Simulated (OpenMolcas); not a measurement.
# SiH3F (SMILES F[SiH3]): a chain of runs

Wanted: the energy (UHF/STO-3G), then a single-point energy (CASSCF(2,2)/STO-3G), then the energy (CASPT2(2,2)/STO-3G), then a single-point energy (SC-NEVPT2(2,2)/STO-3G), then a single-point energy (MRCI(2,2)/STO-3G) of SiH3F. 

Program for the calculation: OpenMolcas 26.06.

2 further runs of the same task are left out: 1 for a known fault of the program, 1 set aside as unsound or not needed.

### Step 1. The molecule

SiH3F has 5 atoms, charge 0, and is taken as a singlet. As SMILES, `F[SiH3]`. The Si2–H3 distance was set to 2.223 Å, away from the relaxed value. At this shape a bond of the SMILES string is far longer than usual.

Bond lengths: F1–Si2 1.600 Å, Si2–H4 1.482 Å, Si2–H5 1.482 Å. Angles: F1–Si2–H4 108.3°, F1–Si2–H5 108.3°, H4–Si2–H5 110.6°. A long bond or contact: Si2–H3 2.223 Å.

### Step 2. A single-point energy at UHF/STO-3G (run 1)

step1.input

```
* FH3Si Hartree-Fock
>>> EXPORT MOLCAS_PRINT=2
&gateway
baslib=$CurrDir
coord
5
angstrom
F       -1.069060       0.249446       1.564466
Si       0.248840       0.067346       0.675766
H       -0.367800      -0.192600      -1.443700
H        0.974140      -1.131254       1.158066
H        1.086040       1.280046       0.829866
basis=STO-3G
group=NoSym
&seward
&scf
uhf
scramble=0.25
prorbitals=1 1
```

The basis set STO-3G is read from a file made from the Basis Set Exchange's data (not shown).

Started as:

```console
$ export MOLCAS_MEM=1860
$ pymolcas step1.input > step1.log
```

Output, cut to the lines that bear on the results:

```text
--- Start Module: gateway ---
[...]
--- Stop Module: gateway /rc=_RC_ALL_IS_WELL_ ---
--- Start Module: seward ---
[...]
      Basis functions           17
--- Stop Module: seward /rc=_RC_ALL_IS_WELL_ ---
--- Start Module: scf ---
[...]
       Convergence after  20 Iterations
[...]
::    Total SCF energy                               -385.2542438391
[...]
      Total spin, S                                     0.3925032027
[...]
      Total electronic charge=   26.000000
      Total            charge=   -0.000000
[...]
      Dipole Moment (debye):
      Origin of the operator (angstrom)=   -0.2329    0.1316    0.9836
                   X=  8.1123E-01               Y= -9.7997E-02               Z= -4.4413E-01           Total=  9.3002E-01
      Quadrupole Moment (debye*angstrom):
[...]
--- Stop Module: scf /rc=_RC_ALL_IS_WELL_ ---
[...]
```

Run time: 1.6 s. Hardware: 1 thread of Arm Neoverse V2, shared host; peak memory 0.37 GiB.

### Step 3. The energy at CASSCF(2,2)/STO-3G (run 2)

step2.input

```
&GATEWAY
  BasLib
  $CurrDir
  Coord
  5
  angstrom
  F       -1.069060       0.249446       1.564466
  Si       0.248840       0.067346       0.675766
  H       -0.367800      -0.192600      -1.443700
  H        0.974140      -1.131254       1.158066
  H        1.086040       1.280046       0.829866
  Basis
  STO-3G
  Group
  NoSym

&SEWARD

&RASSCF
  FileOrb
  $CurrDir/step1.UnaOrb
  Spin
  1
  Nactel
  2 0 0
  Inactive
  12
  Ras2
  2
  OrbListing
  Nothing
  OrbAppear
  Compact
```

The basis set STO-3G is read from a file made from the Basis Set Exchange's data (not shown).

Started as:

```console
$ export MOLCAS_MEM=1860
$ pymolcas step2.input > step2.log
```

Output, cut to the lines that bear on the results:

```text
--- Start Module: gateway ---
[...]
--- Stop Module: gateway /rc=_RC_ALL_IS_WELL_ ---
--- Start Module: seward ---
[...]
      Basis functions           17
--- Stop Module: seward /rc=_RC_ALL_IS_WELL_ ---
--- Start Module: rasscf ---
[...]
      Number of active orbitals                  2
[...]
      Spin quantum number                      0.0
[...]
      Active orbitals                            2
[...]
      Number of CSFs                             3
[...]
      Number of root(s) required                 1
[...]
      Convergence after  8 iterations
[...]
      printout of CI-coefficients larger than  0.05 for root  1
      energy=    -385.291831
      conf/sym  11     Coeff  Weight
             1  20   0.95140 0.90517
             3  02  -0.30795 0.09483
      Natural orbitals and occupation numbers for root  1
      sym 1:   1.810333   0.189667
      ************************************************************************************************************************
      *                                                    Final results                                                     *
[...]
::    RASSCF root number  1 Total energy:   -385.29183140
[...]
      Total electronic charge=   26.000000
      Total            charge=   -0.000000
[...]
      Dipole Moment (debye):
      Origin of the operator (angstrom)=   -0.2329    0.1316    0.9836
                   X=  8.2549E-01               Y= -1.0085E-01               Z= -4.6030E-01           Total=  9.5052E-01
      Quadrupole Moment (debye*angstrom):
[...]
--- Stop Module: rasscf /rc=_RC_ALL_IS_WELL_ ---
[...]
```

Wall time 1.4 s (1 thread of Arm Neoverse V2, shared host); peak memory 0.37 GiB.

### Step 4. A single-point energy at CASPT2(2,2)/STO-3G (run 3)

step3.inp

```
* FH3Si CASPT2
&GATEWAY
BasLib=$CurrDir
Coord
5
angstrom
F       -1.069060       0.249446       1.564466
Si       0.248840       0.067346       0.675766
H       -0.367800      -0.192600      -1.443700
H        0.974140      -1.131254       1.158066
H        1.086040       1.280046       0.829866
Basis=STO-3G
Group=NoSym
&SEWARD
&RASSCF
FileOrb=$CurrDir/step2.RasOrb
Spin=1
Nactel=2 0 0
Inactive=12
Ras2=2
OrbListing=Nothing
OrbAppear=Compact
&CASPT2
Imaginary=0.1
Frozen=6
```

The basis set STO-3G is read from a file made from the Basis Set Exchange's data (not shown).

Started as:

```console
$ export MOLCAS_MEM=1860
$ pymolcas step3.inp > step3.log
```

Output, cut to the lines that bear on the results:

```text
--- Start Module: gateway ---
[...]
--- Stop Module: gateway /rc=_RC_ALL_IS_WELL_ ---
[...]
      Basis functions           17
[...]
--- Start Module: rasscf ---
[...]
      Number of active orbitals                  2
[...]
      Spin quantum number                      0.0
[...]
      Active orbitals                            2
[...]
      Number of CSFs                             3
[...]
      Number of root(s) required                 1
[...]
      Convergence after  4 iterations
[...]
      printout of CI-coefficients larger than  0.05 for root  1
      energy=    -385.291831
      conf/sym  11     Coeff  Weight
             1  20   0.95140 0.90517
             3  02  -0.30795 0.09483
      Natural orbitals and occupation numbers for root  1
      sym 1:   1.810333   0.189667
      ************************************************************************************************************************
      *                                                    Final results                                                     *
[...]
::    RASSCF root number  1 Total energy:   -385.29183140
[...]
      Total electronic charge=   26.000000
      Total            charge=   -0.000000
[...]
      Dipole Moment (debye):
      Origin of the operator (angstrom)=   -0.2329    0.1316    0.9836
                   X=  8.2550E-01               Y= -1.0085E-01               Z= -4.6031E-01           Total=  9.5052E-01
      Quadrupole Moment (debye*angstrom):
[...]
--- Stop Module: rasscf /rc=_RC_ALL_IS_WELL_ ---
--- Start Module: caspt2 ---
[...]
 ###    WARNING: User changed nr of frozen orbitals.                         ###
 ###############################################################################
[...]
      E2 (Variational):          -0.0480194663
      Total energy:            -385.3398508655
[...]
      Reference weight:           0.97642
[...]
::    CASPT2 Root  1     Total energy:   -385.33985087
[...]
--- Stop Module: caspt2 /rc=_RC_ALL_IS_WELL_ ---
[...]
```

It took 1.4 s on 1 thread of Arm Neoverse V2, shared host; peak memory 0.37 GiB.

### Step 5. The energy at SC-NEVPT2(2,2)/STO-3G (run 4)

step4.inp

```
* FH3Si NEVPT2

&GATEWAY
  BasLib=$CurrDir
  Coord
  5
  angstrom
  F       -1.069060       0.249446       1.564466
  Si       0.248840       0.067346       0.675766
  H       -0.367800      -0.192600      -1.443700
  H        0.974140      -1.131254       1.158066
  H        1.086040       1.280046       0.829866
  Basis=STO-3G
  Group=NoSym

&SEWARD

&RASSCF
  FileOrb=$CurrDir/step2.RasOrb
  Spin=1
  Nactel=2 0 0
  Inactive=12
  Ras2=2
  OrbListing=Nothing
  OrbAppear=Compact

&CASPT2
  SC-NEVPT2
  Frozen=6
```

The basis set STO-3G is read from a file made from the Basis Set Exchange's data (not shown).

Started as:

```console
$ export MOLCAS_MEM=1860
$ pymolcas step4.inp > step4.log
```

Output, cut to the lines that bear on the results:

```text
--- Start Module: gateway ---
[...]
--- Stop Module: gateway /rc=_RC_ALL_IS_WELL_ ---
[...]
      Basis functions           17
[...]
--- Start Module: rasscf ---
[...]
      Number of active orbitals                  2
[...]
      Spin quantum number                      0.0
[...]
      Active orbitals                            2
[...]
      Number of CSFs                             3
[...]
      Number of root(s) required                 1
[...]
      Convergence after  4 iterations
[...]
      printout of CI-coefficients larger than  0.05 for root  1
      energy=    -385.291831
      conf/sym  11     Coeff  Weight
             1  20   0.95140 0.90517
             3  02  -0.30795 0.09483
      Natural orbitals and occupation numbers for root  1
      sym 1:   1.810333   0.189667
      ************************************************************************************************************************
      *                                                    Final results                                                     *
[...]
::    RASSCF root number  1 Total energy:   -385.29183140
[...]
      Total electronic charge=   26.000000
      Total            charge=   -0.000000
[...]
      Dipole Moment (debye):
      Origin of the operator (angstrom)=   -0.2329    0.1316    0.9836
                   X=  8.2550E-01               Y= -1.0085E-01               Z= -4.6031E-01           Total=  9.5052E-01
      Quadrupole Moment (debye*angstrom):
[...]
--- Stop Module: rasscf /rc=_RC_ALL_IS_WELL_ ---
--- Start Module: caspt2 ---
[...]
 ###    WARNING: User changed nr of frozen orbitals.                         ###
 ###############################################################################
[...]
      E2 (Variational):          -0.0472171113
[...]
      E2 (Variational):          -0.0472094422
      Total energy:            -385.3390408415
[...]
      Reference weight:           0.97719
[...]
::    SC-NEVPT2 Root  1     Total energy:   -385.33904084
[...]
--- Stop Module: caspt2 /rc=_RC_ALL_IS_WELL_ ---
[...]
```

Wall time 1.4 s (1 thread of Arm Neoverse V2, shared host); peak memory 0.37 GiB.

### Step 6. The energy at MRCI(2,2)/STO-3G (run 5)

step5.inp

```
&GATEWAY
BasLib=$CurrDir
Coord
5
angstrom
F       -1.069060       0.249446       1.564466
Si       0.248840       0.067346       0.675766
H       -0.367800      -0.192600      -1.443700
H        0.974140      -1.131254       1.158066
H        1.086040       1.280046       0.829866
Basis=STO-3G
Group=NoSym
&SEWARD
&RASSCF
FileOrb=$CurrDir/step2.RasOrb
Spin=1
Nactel=2 0 0
Inactive=12
Ras2=2
OrbListing=Nothing
OrbAppear=Compact
&MOTRA
LumOrb
Frozen=6
&GUGA
Electrons=14
Spin=1
Inactive=6
Active=2
CIAll=1
&MRCI
SDCI
```

The basis set STO-3G is read from a file made from the Basis Set Exchange's data (not shown).

Started as:

```console
$ export MOLCAS_MEM=1860
$ pymolcas step5.inp > step5.log
```

Output, cut to the lines that bear on the results:

```text
--- Start Module: gateway ---
[...]
--- Stop Module: gateway /rc=_RC_ALL_IS_WELL_ ---
[...]
      Basis functions           17
[...]
      Number of active orbitals                  2
[...]
      Spin quantum number                      0.0
[...]
      Active orbitals                            2
[...]
      Number of CSFs                             3
[...]
      Number of root(s) required                 1
[...]
      Convergence after  4 iterations
[...]
      printout of CI-coefficients larger than  0.05 for root  1
      energy=    -385.291831
      conf/sym  11     Coeff  Weight
             1  20   0.95140 0.90517
             3  02  -0.30795 0.09483
      Natural orbitals and occupation numbers for root  1
      sym 1:   1.810333   0.189667
      ************************************************************************************************************************
      *                                                    Final results                                                     *
[...]
::    RASSCF root number  1 Total energy:   -385.29183140
[...]
      Dipole Moment (debye):
      Origin of the operator (angstrom)=   -0.2329    0.1316    0.9836
                   X=  8.2550E-01               Y= -1.0085E-01               Z= -4.6031E-01           Total=  9.5052E-01
      Quadrupole Moment (debye*angstrom):
[...]
      *** WARNING: Default frozen orbitals is overwritten by user input.
      *** Default values:   3
[...]
--- Start Module: guga ---
[...]
--- Stop Module: guga /rc=_RC_ALL_IS_WELL_ ---
--- Start Module: mrci ---
[...]
       (But an ACPF correction will be computed)
       USE THE DEFAULT ACPF G-VALUE GFAC=  0.14285714285714285
[...]
                      CI ENERGY:  -385.35595202
[...]
                ACPF CORRECTION:    -0.00261138
[...]
      Total electronic charge=   26.000000
      Total            charge=   -0.000000
[...]
     ACPF CORRECTION:     -0.00261138
[...]
  CI State   1     Total energy:   -385.35595202     QDav:     -0.00306743     QACPF:     -0.00261138
[...]
--- Stop Module: mrci /rc=_RC_ALL_IS_WELL_ ---
[...]
```

Wall time 1.5 s (1 thread of Arm Neoverse V2, shared host); peak memory 0.37 GiB.

### Step 7. Results

| quantity | value |
| --- | --- |
| run 1, UHF/STO-3G: total energy | -385.25424 Eh |
| run 1, UHF/STO-3G: dipole moment | 0.93 D |
| run 1, UHF/STO-3G: HOMO energy | -7.05 eV |
| run 1, UHF/STO-3G: LUMO energy | 6.62 eV |
| run 1, UHF/STO-3G: HOMO–LUMO gap | 13.68 eV |
| run 1, UHF/STO-3G: ⟨S²⟩ | 0.547 |
| run 2, CASSCF(2,2)/STO-3G: total energy | -385.29183 Eh |
| run 2, CASSCF(2,2)/STO-3G: dipole moment (CASSCF density) | 0.95 D |
| run 3, CASPT2(2,2)/STO-3G: total energy | -385.33985 Eh |
| run 3, CASPT2(2,2)/STO-3G: dipole moment (CASSCF density) | 0.95 D |
| run 4, SC-NEVPT2(2,2)/STO-3G: total energy | -385.33904 Eh |
| run 4, SC-NEVPT2(2,2)/STO-3G: dipole moment (CASSCF density) | 0.95 D |
| run 5, MRCI(2,2)/STO-3G: total energy | -385.35595 Eh |
| run 5, MRCI(2,2)/STO-3G: dipole moment (CASSCF density) | 0.95 D |

**Reading.** ⟨S²⟩ (run 1, UHF/STO-3G) is 0.55 where a pure singlet has 0.00: the reference is spin-contaminated.
